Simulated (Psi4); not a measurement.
**PN (phosphorus nitride) at SCAN/cc-pVQZ (sweep point 5)**

Aim: the vertical ionisation energy of PN (phosphorus nitride) at SCAN/cc-pVQZ (sweep point 5), from 2 runs. 

The calculation is run with Psi4 1.11.

**1. The structure to begin with**

PN has 2 atoms, charge 0, and is taken as a singlet. As SMILES, `N#P`. The bond length is the measured one.

Bond lengths: N1–P2 1.491 Å.

**2. The energy at SCAN/cc-pVQZ (sweep point 5)**

job.in

```
memory 1600 mb

molecule m {
  0 1
  N      0.000000     0.000000     0.000000
  P      0.000000     0.000000     1.490866
  symmetry c1
}

set {
  puream               true
  scf_type             pk
  dft_radial_points    99
  dft_spherical_points 590
}

energy('scan/cc-pVQZ')
print_variables()
```

On the command line:

```
psi4 -n 1 job.in job.out
```

job.out, shortened:

```text
[...]
  Running in c1 symmetry.
[...]
  Nuclear repulsion =   37.269350243650337
[...]
  Multiplicity = 1
[...]
  Nalpha       = 11
  Nbeta        = 11
[...]
    Number of basis functions: 114
[...]
   @RKS iter   1:  -395.62193232570650    3.86794e-02   8.85392e-03 DIIS/ADIIS
[...]
   @RKS iter   9:  -396.10417579704608   -1.21738e-07   4.94800e-07 DIIS
[...]
    Orbital Energies [Eh]
    ---------------------
    Doubly Occupied:
       1A    -76.857420     2A    -14.188756     3A     -6.525304
       4A     -4.673191     5A     -4.673191     6A     -4.665387
       7A     -0.821219     8A     -0.468585     9A     -0.315880
      10A     -0.315880    11A     -0.296898
[...]
  @RKS Final Energy:  -396.10417579704608
   => Energetics <=
    Nuclear Repulsion Energy =             37.2693502436503366
    One-Electron Energy =                -620.0049603254269641
    Two-Electron Energy =                 216.6733853077835192
    DFT Exchange-Correlation Energy =     -30.0419510230530129
    Empirical Dispersion Energy =           0.0000000000000000
    VV10 Nonlocal Energy =                  0.0000000000000000
    Total Energy =                       -396.1041757970460822
[...]
 Multipole Moments:
 ------------------------------------------------------------------------------------
     Multipole            Electronic (a.u.)      Nuclear  (a.u.)        Total (a.u.)
 ------------------------------------------------------------------------------------
 L = 1.  Multiply by 2.5417464519 to convert [e a0] to [Debye]
 Dipole X            :          0.0000000            0.0000000            0.0000000
 Dipole Y            :          0.0000000            0.0000000            0.0000000
 Dipole Z            :          1.4905791           -0.4240837            1.0664954
 Magnitude           :                                                    1.0664954
[...]
```

Run time: 26 s. Hardware: 1 thread of AMD EPYC 7R43 (Zen 3), shared host; peak memory 0.85 GiB.

**3. The doublet cation**

calc.inp

```
memory 1600 mb

molecule mol {
  1 2
  N      0.000000     0.000000     0.000000
  P      0.000000     0.000000     1.490866
  symmetry c1
}

set {
  reference uks
  puream true
  scf_type pk
  dft_radial_points 99
  dft_spherical_points 590
  maxiter 150
}

E = energy("scan/cc-pVQZ")
print_variables()
```

On the command line:

```
psi4 -n 1 calc.inp calc.out
```

calc.out, shortened:

```text
[...]
  Running in c1 symmetry.
[...]
  Nuclear repulsion =   37.269350243650337
[...]
  Multiplicity = 2
[...]
  Nalpha       = 11
  Nbeta        = 10
[...]
    Number of basis functions: 114
[...]
   @UKS iter   1:  -395.25702562037122    4.03586e-01   7.80992e-03 ADIIS/DIIS
[...]
   @UKS iter  12:  -395.67395532757030   -4.30321e-08   4.71336e-07 DIIS
[...]
   @S^2 Observed:                8.154391785E-01
[...]
    Orbital Energies [Eh]
    ---------------------
    Alpha Occupied:
       1A    -77.233496     2A    -14.578485     3A     -6.889506
       4A     -5.035736     5A     -5.035736     6A     -5.035714
       7A     -1.179627     8A     -0.816615     9A     -0.681104
      10A     -0.642030    11A     -0.642030
    Alpha Virtual:
      12A     -0.424424    13A     -0.424424    14A     -0.234409
      15A     -0.056963    16A     -0.056909    17A     -0.053270
      18A     -0.002035    19A     -0.002035    20A      0.016106
      21A      0.035030    22A      0.035030    23A      0.120814
      24A      0.187076    25A      0.187076    26A      0.301976
[...]
  @UKS Final Energy:  -395.67395532757030
   => Energetics <=
    Nuclear Repulsion Energy =             37.2693502436503366
    One-Electron Energy =                -612.2626637138977230
    Two-Electron Energy =                 209.0514860138339657
    DFT Exchange-Correlation Energy =     -29.7321278711568766
    Empirical Dispersion Energy =           0.0000000000000000
    VV10 Nonlocal Energy =                  0.0000000000000000
    Total Energy =                       -395.6739553275702974
[...]
 Multipole Moments:
 ------------------------------------------------------------------------------------
     Multipole            Electronic (a.u.)      Nuclear  (a.u.)        Total (a.u.)
 ------------------------------------------------------------------------------------
 L = 1.  Multiply by 2.5417464519 to convert [e a0] to [Debye]
 Dipole X            :         -0.0000000            0.0000000           -0.0000000
 Dipole Y            :          0.0000000            0.0000000            0.0000000
 Dipole Z            :          1.1542601           -0.4240837            0.7301764
 Magnitude           :                                                    0.7301764
[...]
```

Wall time 45 s (1 thread of AMD EPYC 7R43 (Zen 3), shared host); peak memory 0.86 GiB.

**4. Summary of results**

At SCAN/cc-pVQZ (sweep point 5):

| quantity | value |
| --- | --- |
| singlet PN: total energy | -396.10418 Eh |
| singlet PN: dipole moment | 2.71 D |
| singlet PN: HOMO energy | -8.08 eV |
| singlet PN: LUMO energy | -3.21 eV |
| singlet PN: HOMO–LUMO gap | 4.87 eV |
| doublet cation: total energy | -395.67396 Eh |
| doublet cation: HOMO energy (highest over α and β) | -16.96 eV |
| doublet cation: LUMO energy (lowest over α and β) | -14.99 eV |
| doublet cation: ⟨S²⟩ | 0.815 |
| vertical ionisation energy (to the doublet cation) | 11.707 eV |

What this shows: The vertical ionisation energy comes to 11.71 eV (1130 kJ/mol). −ε(HOMO) before ionisation, 8.08 eV, is 3.63 eV below this ionisation energy.
